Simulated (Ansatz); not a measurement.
Born–Oppenheimer molecular dynamics of BH4O (6 atoms, charge 0, multiplicity 2). It starts from a rough guess of a transition structure, not a stationary point.

The calculation used UKS PBE0-D4/def2-SVP in Ansatz 0.2.0.

* ensemble: NVE (velocity Verlet)
* time step: 0.5 fs
* steps asked: 150
* starting velocities drawn for: 1000 K
* seed: 231740

First frame:

```xyz
6
Properties=species:S:1:pos:R:3
H -0.471 -1.040 -0.223
B 0.191 0.278 -0.539
O 0.069 -0.555 0.843
H 1.296 0.280 -0.919
H -0.565 1.167 -0.639
H -0.521 -0.131 1.477
```

Task: How far do the bonds stretch over the last three quarters of this one trajectory? (Pairs bonded in most of those frames.)

Result: 
| bond | mean (Å) | spread (Å) | shortest | longest |
| --- | --- | --- | --- | --- |
| B2–O3 | 1.359 | 0.082 | 1.23 | 1.48 |
| B2–H4 | 1.220 | 0.034 | 1.16 | 1.30 |
| B2–H5 | 1.222 | 0.029 | 1.18 | 1.28 |
| O3–H6 | 0.977 | 0.047 | 0.90 | 1.04 |

Mean temperature of the second half: 2275 K. The conserved energy stayed within 0.79 meV per atom of its start (net change -0.057 meV per atom), so the integration is sound. The system heated up, since it started high on the potential surface and ran downhill. A run of 0.075 ps of so small a system gives no equilibrium averages.

The run took 3.4 min on 1 CPU thread of a shared host.
